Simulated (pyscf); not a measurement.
Optimised with ωB97X-D3(BJ)/def2-SVP in PySCF.

**Question.** `[CH3][CH2][CH2][Al]` [singlet] → `[CH3][Al]` [singlet] + `[CH2]=[CH2]`
Surface: singlet. Broken: Al–C, C–C. Formed: Al–C. Give ΔE‡ and ΔE from HF/def2-TZVP, relative to the reactant's lowest minimum found.

**Answer.** ΔE‡ = 2.30 eV, ΔE = +0.62 eV. CCSD(T)/def2-TZVPP + ΔMP2(QZVPP) gives 1.73 eV and +0.90 eV. Zero-point energy shifts the barrier by -0.09 eV. It is an elimination, with an imaginary mode of 520i cm⁻¹. On the reactant side the descent ends in a point that may be a rotor saddle (no frequency run), 0.10 eV over the lowest minimum found and 1.73 eV under the saddle at ωB97X-D3(BJ)/def2-TZVP. On the product side the descent ends in a complex, 0.25 eV under the separated species and 1.01 eV under the saddle at ωB97X-D3(BJ)/def2-TZVP. At ωB97X-D3(BJ)/def2-TZVP the barrier from the zero used here is 1.83 eV. This is the saddle that the search found; another between the same sides may lie lower. The CCSD(T) − MP2 part came from Ansatz, without density fitting, on the same reference.
